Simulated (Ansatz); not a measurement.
# CH2Al (doublet): wave-function methods side by side, cc-pVDZ

How much of the correlation energy of CH2Al (doublet) does each wave-function method recover here?

Method: cc-pVDZ, core rule «outside noble gas», up to 6 orbitals frozen; program: Ansatz 0.2.0, Gaussian basis.

Plan: UHF; CCSD(T) on ROHF; CCSD(T) on UHF; BCCD(T) on ROHF; CISD; CCSDT(Q) on ROHF; CCSDT(Q) on UHF; CASSCF and MRCISD+Q, 9 electrons in 10 orbitals; CASSCF and NEVPT4(SD), 9 electrons in 10 orbitals; CASSCF and NEVPT2, 9 electrons in 10 orbitals.

30 further runs of the same task are left out: 2 for a known fault of the program, 13 that didn't finish, 15 set aside as unsound or not needed.

## (1) What is computed

The geometry is a PBE0/def2-TZVP stationary point (not a proven minimum) of the parent state, kept for this charge and spin.

4 atoms, charge 0, spin multiplicity 2.

Atoms are counted from 1 here; the program's logs count them from 0.

Bond lengths: Al1–C2 1.925 Å, Al1–H3 1.580 Å, Al1–H4 1.580 Å. Angles: C2–Al1–H3 117.7°, C2–Al1–H4 117.7°, H3–Al1–H4 124.6°.

As a file:

```xyz
4

Al    0.00000    0.00000    0.52763
C     0.00000    0.00000   -1.39723
H     0.00000    1.39900    1.26261
H     0.00000   -1.39900    1.26261
```

## (2) UHF

Input file in.yaml:

```yaml
crystal:
  periodic: [false, false, false]
  atoms:
    - {symbol: Al, position_ang: [0.000000, 0.000000, 0.527635]}
    - {symbol: C, position_ang: [0.000000, 0.000000, -1.397228]}
    - {symbol: H, position_ang: [0.000000, 1.398998, 1.262610]}
    - {symbol: H, position_ang: [0.000000, -1.398998, 1.262610]}
basis:
  gaussian: {orbitals: cc-pVDZ}
magnetization: {spin_polarized: true, initial_magnetization: 1}
hamiltonian: {xc: hf}
output: {orbitals: {seedname: orbitals}}
```

On the command line:

```sh
> ansatz run in.yaml --threads 1 --pin off --events-out ev --progress --plain --max-ram 2393MiB
```

Further steps of the session: CCSD(T) on ROHF; CCSD(T) on UHF; BCCD(T) on ROHF; CISD; CCSDT(Q) on ROHF; CCSDT(Q) on UHF; CASSCF and MRCISD+Q, 9 electrons in 10 orbitals; CASSCF and NEVPT4(SD), 9 electrons in 10 orbitals; CASSCF and NEVPT2, 9 electrons in 10 orbitals.

**Question.** What will the summary of the whole plan be? Wanted: RCCSDT(Q) below the RHF energy; RMP2 from RCCSDT(Q); UMP2 from RCCSDT(Q); RCCSD from RCCSDT(Q); RCCSD(T) from RCCSDT(Q); UCCSD(T) from RCCSDT(Q); UCCSDT(Q) from RCCSDT(Q); NEVPT2 valence from RCCSDT(Q); NEVPT4(SD) valence from RCCSDT(Q).

**Answer**, as computed:

| quantity | value |
| --- | --- |
| RCCSDT(Q) below the RHF energy | -5.1069 eV |
| RMP2 from RCCSDT(Q) | +1305.3 meV |
| UMP2 from RCCSDT(Q) | +1085.0 meV |
| RCCSD from RCCSDT(Q) | +164.9 meV |
| RCCSD(T) from RCCSDT(Q) | +46.1 meV |
| UCCSD(T) from RCCSDT(Q) | -359.6 meV |
| UCCSDT(Q) from RCCSDT(Q) | +0.4 meV |
| NEVPT2 valence from RCCSDT(Q) | +866.2 meV |
| NEVPT4(SD) valence from RCCSDT(Q) | +149.0 meV |
| MRCISD+Q valence from RCCSDT(Q) | +29.1 meV |
| levels within 1 kcal/mol (43 meV) | RCCSDT, UCCSDT, UCCSDT(Q), MRCISD+Q valence |
| T1 diagnostic | 0.021 |
| effectively unpaired electrons | 1.06 |

What this shows: RCCSD(T) misses by +46.1 meV, 0.9 % of the correlation energy. CCSD(T) misses by +46.1 meV on the restricted determinant and by -359.6 meV on the unrestricted one; the two need not hold the same state or core. One determinant dominates. Of the multireference levels listed MRCISD+Q valence comes nearest in total energy (+29.1 meV), which doesn't show that its space is the better one. These misses are within one basis, not against nature; the frozen cores of restricted and unrestricted runs differ, which can shift their rows.
